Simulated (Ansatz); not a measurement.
A run on CH6Si2, SMILES `C1[SiH2][SiH2]1` with other settings.

```yaml
crystal:
  periodic: [false, false, false]
  atoms:
    - {symbol: C, position_ang: [-0.570543, -0.130178, -0.665496]}
    - {symbol: Si, position_ang: [0.825553, 0.805659, -0.019402]}
    - {symbol: Si, position_ang: [-0.110546, -1.028648, 0.687020]}
    - {symbol: H, position_ang: [-1.557498, 0.762712, -0.676190]}
    - {symbol: H, position_ang: [-0.697151, -0.605960, -1.557581]}
    - {symbol: H, position_ang: [0.716487, 2.294972, 0.353871]}
    - {symbol: H, position_ang: [2.028160, 0.653924, -1.165086]}
    - {symbol: H, position_ang: [0.447043, -2.261972, 0.500180]}
    - {symbol: H, position_ang: [-0.954715, -0.842970, 2.109482]}
basis:
  gaussian: {orbitals: cc-pVTZ, fitting: {mean_field: cc-pVTZ-jkfit}}
magnetization: {spin_polarized: true, initial_magnetization: 2}
hamiltonian: {xc: {name: r2SCAN}}
accuracy: high
scf: {lower_state_search: light}
output: {forces: true}
```

```sh
$ ansatz run in.yaml --threads 2 --pin off --events-out ev --progress --plain --max-ram 4352MiB
```

It prints (some lines left out):

```
Functional definition: r2SCAN
501 factors; integrals over basis functions are off by at most 7.5e-1 eV
mean field evaluation 1: about -16871.7930 eV, gradient 4.5e1 eV
mean field evaluation 2: about -16837.5900 eV, gradient 7.7e1 eV
mean field evaluation 4: about -16880.9515 eV, gradient 9.5e0 eV
mean field evaluation 8: about -16881.7568 eV, gradient 1.6e-1 eV
mean field evaluation 16: about -16881.7585 eV, gradient 3.6e-3 eV
mean field evaluation 32: about -16881.7585 eV, gradient 5.3e-8 eV
mean field -16881.75845244 eV, -620.3931802604 hartree, gradient 5.3e-8 eV, S^2 2.012819; 4 other end points of the search recorded, 0 dependent functions left out
reference -16881.75845575 eV, -620.3931803820 hartree; 21, 19 occupied and 161, 163 virtual orbitals, 501 factors
Total energy: -16881.75845575 eV, -620.3931803820 hartree
Atom 0 at    -0.570543    -0.130178    -0.665496 Å, force    -3.881121     4.256651    -0.031527 eV/Å
Atom 1 at     0.825553     0.805659    -0.019402 Å, force     3.380782     3.372252    -2.526056 eV/Å
Atom 2 at    -0.110546    -1.028648     0.687020 Å, force    -2.388419    -2.016751     4.851031 eV/Å
Atom 3 at    -1.557498     0.762712    -0.676190 Å, force     1.553447    -1.781924     0.315937 eV/Å
Atom 4 at    -0.697151    -0.605960    -1.557581 Å, force     0.445701    -1.129234    -2.803883 eV/Å
Atom 5 at     0.716487     2.294972     0.353871 Å, force    -0.007361     0.252578    -0.273674 eV/Å
Atom 6 at     2.028160     0.653924    -1.165086 Å, force    -1.053122     0.176000     1.841785 eV/Å
Atom 7 at     0.447043    -2.261972     0.500180 Å, force     0.553496    -2.996897    -0.093230 eV/Å
Atom 8 at    -0.954715    -0.842970     2.109482 Å, force     1.396598    -0.132675    -1.280382 eV/Å
Dipole moment:     0.005999    -0.176594    -0.019606 e Å
```

Run time 24 s (2 threads of an AMD EPYC 7B13 on a shared host); peak host memory 0.52 GiB.
